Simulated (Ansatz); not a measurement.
GaS (P6₃/mmc, No. 194)

The numbers are results of PBE0-D4 in Ansatz (plane waves, PAW), not measurements.

Cell: relaxed at this level.

For GaS (P6₃/mmc, No. 194), the interlayer binding energy is 22.8 meV/Å², the layer repeat distance is 7.602 Å and the gap between the layers is 3.033 Å.

The result took very roughly 2.3 core-hours.

Ansatz is a program for electronic structure.
